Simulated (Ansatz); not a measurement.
Consider the substitution at a C–C bond: `C=C(F)CF` + `NCF` → `FCNCF` + `C=CF`.

Program: Ansatz. Geometries: PBE0-D4/def2-TZVP. ΔE: electronic, gas phase. CBS: MP2 limit from def2 TZ/QZ plus the TZ coupled-cluster correction, frozen cores. One conformer a species, not always the lowest.

| level | ΔE (kJ/mol) |
| --- | --- |
| SCS-MP2/def2-TZVPP | 13.1 |
| CCSD/CBS(def2) | 15.1 |

Question: What does CCSD(T)/CBS give? (Estimate.)

Answer: Computed: +14.4 kJ/mol. The listed levels differ from it by -1.3, 0.7 kJ/mol.

Largest T1 diagnostic among the species: 0.012.
